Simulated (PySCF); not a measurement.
Mg(OH)2.
SMILES: `[OH][Mg][OH]`

Jobs on this species (5 atoms, 30 electrons) with PySCF (density fitting). Hardware of each: an Arm Neoverse V1 with one thread, no GPU, shared host. Other jobs ran on the host; a repeat could differ by tens of per cent or more.

| level and settings | work | basis functions | SCF cycles | wall time |
| --- | --- | --- | --- | --- |
| PBE0-D3(BJ)/def2-SVP, grid level 1 | geometry optimisation from a GFN1-xTB start | 56 | ? | ? |
| delta-SCF UKS SCAN, pcX-2 on the ionised atom, pcseg-1 elsewhere, spin-free X2C | ΔSCF core ionisation, 2 holes | 83 | 30 | 2.8 s |
| PBE0/pcSseg-1 | shieldings, charges and field gradients | 60 | 11 | 2.2 s |
| B3LYP/def2-SVPD | 10 singlets by full TDDFT, 4 Tamm–Dancoff triplets, polarisability | 83 | 11 | 2.9 s |
| KT2/pcSseg-1 | shieldings | 60 | 12 | 2.0 s |

Task: Fill in the missing figures.

Result: 
- PBE0-D3(BJ)/def2-SVP, grid level 1; geometry optimisation from a GFN1-xTB start: 9.4 s, 77 SCF cycles

Task: What do all jobs in the table cost together?

Result: About 19 s; the longest takes about 49 % of that, and about 4.7 times as long as the shortest.
